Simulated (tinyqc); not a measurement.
Inside a calculation. Method: UKS/PBE in the sto-6g basis, for BH2, spin multiplicity 2. One step of it, computed by the program tinyqc.

Problem. Iteration 1: building the Kohn-Sham matrix. J_ij = sum D_kl (ij|kl) with D = D(alpha) + D(beta); F = H + J + V_xc; E = tr D H + tr D J / 2 + E_xc + E_nn.

D(alpha) at the start, lower triangle:
```
,1B 1s,1B 2s,1B 2px,1B 2py,1B 2pz,2H 1s,3H 1s
1B 1s,0.018398
1B 2s,-0.106221,0.717375
1B 2px,0.000000,0.000000,1.000000
1B 2py,0.000000,0.000000,0.000000,0.386726
1B 2pz,0.075154,-0.184339,0.000000,0.000000,0.905360
2H 1s,0.068633,-0.638154,0.000000,-0.568967,-0.299599,1.655247
3H 1s,0.068633,-0.638154,0.000000,0.568967,-0.299599,-0.018929,1.655247
```

D(beta) at the start, lower triangle:
```
,1B 1s,1B 2s,1B 2px,1B 2py,1B 2pz,2H 1s,3H 1s
1B 1s,0.018398
1B 2s,-0.106221,0.717375
1B 2px,0.000000,0.000000,0.000000
1B 2py,0.000000,0.000000,0.000000,0.386726
1B 2pz,0.075154,-0.184339,0.000000,0.000000,0.905360
2H 1s,0.068633,-0.638154,0.000000,-0.568967,-0.299599,1.655247
3H 1s,0.068633,-0.638154,0.000000,0.568967,-0.299599,-0.018929,1.655247
```

core Hamiltonian H = T + V (hartree), lower triangle:
```
,1B 1s,1B 2s,1B 2px,1B 2py,1B 2pz,2H 1s,3H 1s
1B 1s,-13.277338
1B 2s,-3.298686,-4.186857
1B 2px,0.000000,0.000000,-3.364465
1B 2py,0.000000,0.000000,0.000000,-3.533361
1B 2pz,-0.015881,-0.136565,0.000000,0.000000,-3.410679
2H 1s,-0.723718,-1.659617,0.000000,-1.361511,-0.736200,-2.766656
3H 1s,-0.723718,-1.659617,0.000000,1.361511,-0.736200,-0.317352,-2.766656
```

Two-electron integrals (ij|kl) in chemists' order, unique and non-zero (hartree):
```
i,j,k,l,(ij|kl)
1,1,1,1,2.924993
2,1,1,1,0.480756
2,1,2,1,0.099484
2,2,1,1,0.743449
2,2,2,1,0.188967
2,2,2,2,0.544922
3,1,3,1,0.021096
3,2,3,1,0.030854
3,2,3,2,0.120443
3,3,1,1,0.743450
3,3,2,1,0.188967
3,3,2,2,0.544922
3,3,3,3,0.587109
4,1,4,1,0.021096
4,2,4,1,0.030854
4,2,4,2,0.120443
4,3,4,3,0.031641
4,4,1,1,0.743450
4,4,2,1,0.188967
4,4,2,2,0.544922
4,4,3,3,0.523827
4,4,4,4,0.587109
5,1,5,1,0.021096
5,2,5,1,0.030854
5,2,5,2,0.120443
5,3,5,3,0.031641
5,4,5,4,0.031641
5,5,1,1,0.743450
5,5,2,1,0.188967
5,5,2,2,0.544922
5,5,3,3,0.523827
5,5,4,4,0.523827
5,5,5,5,0.587109
6,1,1,1,0.108443
6,1,2,1,0.021730
6,1,2,2,0.040900
6,1,3,3,0.040677
6,1,4,1,0.001512
6,1,4,2,0.002878
6,1,4,4,0.041202
6,1,5,1,0.000791
6,1,5,2,0.001505
6,1,5,4,0.000275
6,1,5,5,0.040820
6,1,6,1,0.004925
6,2,1,1,0.253129
6,2,2,1,0.065395
6,2,2,2,0.206688
6,2,3,3,0.200886
6,2,4,1,0.006782
6,2,4,2,0.039534
6,2,4,4,0.214552
6,2,5,1,0.003548
6,2,5,2,0.020680
6,2,5,4,0.007149
6,2,5,5,0.204626
6,2,6,1,0.015155
6,2,6,2,0.107645
6,3,3,1,0.006940
6,3,3,2,0.031313
6,3,4,3,0.007446
6,3,5,3,0.003895
6,3,6,3,0.011977
6,4,1,1,0.209719
6,4,2,1,0.054959
6,4,2,2,0.182932
6,4,3,3,0.173301
6,4,4,1,0.011816
6,4,4,2,0.063158
6,4,4,4,0.199186
6,4,5,1,0.002550
6,4,5,2,0.016658
6,4,5,4,0.009645
6,4,5,5,0.176309
6,4,6,1,0.013405
6,4,6,2,0.111532
6,4,6,4,0.125127
6,5,1,1,0.109702
6,5,2,1,0.028749
6,5,2,2,0.095690
6,5,3,3,0.090652
6,5,4,1,0.002550
6,5,4,2,0.016658
6,5,4,4,0.096403
6,5,5,1,0.008274
6,5,5,2,0.040027
6,5,5,4,0.010454
6,5,5,5,0.100015
6,5,6,1,0.007012
6,5,6,2,0.058341
6,5,6,4,0.059188
6,5,6,5,0.042938
6,6,1,1,0.411651
6,6,2,1,0.108607
6,6,2,2,0.386873
6,6,3,3,0.363977
6,6,4,1,0.013812
6,6,4,2,0.105758
6,6,4,4,0.417909
6,6,5,1,0.007225
6,6,5,2,0.055321
6,6,5,4,0.028211
6,6,5,5,0.378734
6,6,6,1,0.025803
6,6,6,2,0.256645
6,6,6,4,0.289277
6,6,6,5,0.151318
6,6,6,6,0.774999
7,1,1,1,0.108443
7,1,2,1,0.021730
7,1,2,2,0.040900
7,1,3,3,0.040677
7,1,4,1,-0.001512
7,1,4,2,-0.002878
7,1,4,4,0.041202
7,1,5,1,0.000791
7,1,5,2,0.001505
7,1,5,4,-0.000275
7,1,5,5,0.040820
7,1,6,1,0.004684
7,1,6,2,0.013677
7,1,6,4,0.010919
7,1,6,5,0.006340
7,1,6,6,0.022529
7,1,7,1,0.004925
7,2,1,1,0.253129
7,2,2,1,0.065395
7,2,2,2,0.206688
7,2,3,3,0.200886
7,2,4,1,-0.006782
7,2,4,2,-0.039534
7,2,4,4,0.214552
7,2,5,1,0.003548
7,2,5,2,0.020680
7,2,5,4,-0.007149
7,2,5,5,0.204626
7,2,6,1,0.013677
7,2,6,2,0.070294
7,2,6,4,0.054148
7,2,6,5,0.037196
7,2,6,6,0.127509
7,2,7,1,0.015155
7,2,7,2,0.107645
7,3,3,1,0.006940
7,3,3,2,0.031313
7,3,4,3,-0.007446
7,3,5,3,0.003895
7,3,6,3,0.007046
7,3,7,3,0.011977
7,4,1,1,-0.209719
7,4,2,1,-0.054959
7,4,2,2,-0.182932
7,4,3,3,-0.173301
7,4,4,1,0.011816
7,4,4,2,0.063158
7,4,4,4,-0.199186
7,4,5,1,-0.002550
7,4,5,2,-0.016658
7,4,5,4,0.009645
7,4,5,5,-0.176309
7,4,6,1,-0.010919
7,4,6,2,-0.054148
7,4,6,4,-0.036120
7,4,6,5,-0.028142
7,4,6,6,-0.093481
7,4,7,1,-0.013405
7,4,7,2,-0.111532
7,4,7,4,0.125127
7,5,1,1,0.109702
7,5,2,1,0.028749
7,5,2,2,0.095690
7,5,3,3,0.090652
7,5,4,1,-0.002550
7,5,4,2,-0.016658
7,5,4,4,0.096403
7,5,5,1,0.008274
7,5,5,2,0.040027
7,5,5,4,-0.010454
7,5,5,5,0.100015
7,5,6,1,0.006340
7,5,6,2,0.037196
7,5,6,4,0.028142
7,5,6,5,0.026285
7,5,6,6,0.070474
7,5,7,1,0.007012
7,5,7,2,0.058341
7,5,7,4,-0.059188
7,5,7,5,0.042938
7,6,1,1,0.044765
7,6,2,1,0.011541
7,6,2,2,0.036757
7,6,3,3,0.035756
7,6,4,4,0.037080
7,6,5,1,0.001068
7,6,5,2,0.006216
7,6,5,5,0.037434
7,6,6,1,0.002564
7,6,6,2,0.016121
7,6,6,4,0.014637
7,6,6,5,0.009514
7,6,6,6,0.034578
7,6,7,1,0.002564
7,6,7,2,0.016121
7,6,7,4,-0.014637
7,6,7,5,0.009514
7,6,7,6,0.003047
7,7,1,1,0.411651
7,7,2,1,0.108607
7,7,2,2,0.386873
7,7,3,3,0.363977
7,7,4,1,-0.013812
7,7,4,2,-0.105758
7,7,4,4,0.417909
7,7,5,1,0.007225
7,7,5,2,0.055321
7,7,5,4,-0.028211
7,7,5,5,0.378734
7,7,6,1,0.022529
7,7,6,2,0.127509
7,7,6,4,0.093481
7,7,6,5,0.070474
7,7,6,6,0.234652
7,7,7,1,0.025803
7,7,7,2,0.256645
7,7,7,4,-0.289277
7,7,7,5,0.151318
7,7,7,6,0.034578
7,7,7,7,0.774999
```

nuclear repulsion = 4.39928251 hartree

V_xc(alpha) (hartree), lower triangle:
```
,1B 1s,1B 2s,1B 2px,1B 2py,1B 2pz,2H 1s,3H 1s
1B 1s,-0.685234
1B 2s,-0.152466,-0.454440
1B 2px,0.000000,0.000000,-0.476804
1B 2py,0.000000,0.000000,0.000000,-0.411952
1B 2pz,0.002334,0.042853,0.000000,0.000000,-0.472367
2H 1s,-0.032891,-0.186305,0.000000,-0.177245,-0.090181,-0.530182
3H 1s,-0.032891,-0.186305,0.000000,0.177245,-0.090181,-0.031548,-0.530182
```

V_xc(beta) (hartree), lower triangle:
```
,1B 1s,1B 2s,1B 2px,1B 2py,1B 2pz,2H 1s,3H 1s
1B 1s,-0.676782
1B 2s,-0.138557,-0.395257
1B 2px,0.000000,0.000000,-0.340920
1B 2py,0.000000,0.000000,0.000000,-0.388067
1B 2pz,0.003645,0.047280,0.000000,0.000000,-0.454834
2H 1s,-0.030501,-0.175721,0.000000,-0.175619,-0.089077,-0.529595
3H 1s,-0.030501,-0.175721,0.000000,0.175619,-0.089077,-0.029779,-0.529595
```

E_xc = sum of w rho eps_xc = -2.96500687 hartree

Give: Coulomb J; F(alpha); F(beta); total energy of this density.

Solution.

Coulomb J (hartree), lower triangle:
```
,1B 1s,1B 2s,1B 2px,1B 2py,1B 2pz,2H 1s,3H 1s
1B 1s,3.907
1B 2s,1.001,3.146
1B 2px,0.000,0.000,3.068
1B 2py,0.000,0.000,0.000,3.209
1B 2pz,-0.018,0.010,0.000,0.000,3.161
2H 1s,0.217,1.334,0.000,1.260,0.660,3.094
3H 1s,0.217,1.334,0.000,-1.260,0.660,0.236,3.094
```

F(alpha) (hartree), lower triangle:
```
,1B 1s,1B 2s,1B 2px,1B 2py,1B 2pz,2H 1s,3H 1s
1B 1s,-10.056
1B 2s,-2.450,-1.495
1B 2px,0.000,0.000,-0.774
1B 2py,0.000,0.000,0.000,-0.736
1B 2pz,-0.031,-0.084,0.000,0.000,-0.722
2H 1s,-0.540,-0.512,0.000,-0.279,-0.166,-0.203
3H 1s,-0.540,-0.512,0.000,0.279,-0.166,-0.113,-0.203
```

F(beta) (hartree), lower triangle:
```
,1B 1s,1B 2s,1B 2px,1B 2py,1B 2pz,2H 1s,3H 1s
1B 1s,-10.048
1B 2s,-2.436,-1.436
1B 2px,0.000,0.000,-0.638
1B 2py,0.000,0.000,0.000,-0.712
1B 2pz,-0.030,-0.080,0.000,0.000,-0.704
2H 1s,-0.538,-0.501,0.000,-0.277,-0.165,-0.202
3H 1s,-0.538,-0.501,0.000,0.277,-0.165,-0.111,-0.202
```

total energy of this density = -7.11760 hartree
